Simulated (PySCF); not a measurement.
Species: CH6N (charge +1).
SMILES: `C[NH3+]`

Method: TDDFT CAM-B3LYP/def2-SVPD, vertical, gas phase, core orbitals frozen in the response in PySCF 2.14.0, density-fitted response routines. Geometry: GFN2-xTB; no solvent, vibrations or thermal averaging.

Computed states:

```tsv
state	E (eV)	f
S1	10.61	0.0060
S2	10.61	0.0060
S3	12.42	0.084
S4	12.42	0.084
S5	12.50	0.0000
S6	12.60	0.013
S7	12.60	0.012
S8	12.75	0.043
```

Broadening: Gaussians 0.4 eV wide at half height, area fixed by f = 4.319×10⁻⁹ ∫ε dν̃. The width is an assumption, not a result. The curve ends short of the highest state used, and states not computed would add to its high-energy end.

Task: Give the broadened spectrum and its maxima.

Result: 
| E (eV) | ε (L mol⁻¹ cm⁻¹) |
| --- | --- |
| 10.01 | 2 |
| 10.05 | 4 |
| 10.10 | 9 |
| 10.15 | 22 |
| 10.20 | 46 |
| 10.25 | 89 |
| 10.30 | 158 |
| 10.35 | 258 |
| 10.40 | 386 |
| 10.45 | 529 |
| 10.50 | 665 |
| 10.55 | 767 |
| 10.60 | 811 |
| 10.65 | 786 |
| 10.70 | 699 |
| 10.75 | 570 |
| 10.80 | 426 |
| 10.85 | 292 |
| 10.90 | 184 |
| 10.95 | 106 |
| 11.00 | 56 |
| 11.05 | 27 |
| 11.10 | 12 |
| 11.15 | 5 |
| 11.20 | 2 |
| 11.25 | 1 |
| 11.30 | 0 |
| 11.35 | 0 |
| 11.40 | 0 |
| 11.45 | 0 |
| 11.50 | 0 |
| 11.55 | 0 |
| 11.60 | 0 |
| 11.65 | 0 |
| 11.70 | 1 |
| 11.75 | 4 |
| 11.80 | 14 |
| 11.85 | 39 |
| 11.90 | 101 |
| 11.95 | 238 |
| 12.00 | 519 |
| 12.05 | 1035 |
| 12.10 | 1897 |
| 12.15 | 3192 |

Maxima: 117 nm (10.61 eV), ε about 810, made up of S1 (50%) and S2 (50%) (ε in L mol⁻¹ cm⁻¹; maxima over ε = 5, shares over 10%). At its high-energy end, 12.15 eV, the curve is still rising (ε about 3200, from S3 and S4).

Task: What would ε be at 10.61 eV, the highest of these maxima, with half the width (0.2 eV)?

Result: About 1620 L mol⁻¹ cm⁻¹ against 812, a factor of about 2.00; a lone state at its own centre would give exactly 2.

Task: Coming from long wavelengths, where does ε first pass 100 L mol⁻¹ cm⁻¹?

Result: At about 121 nm (10.26 eV), 0.35 eV below S1.
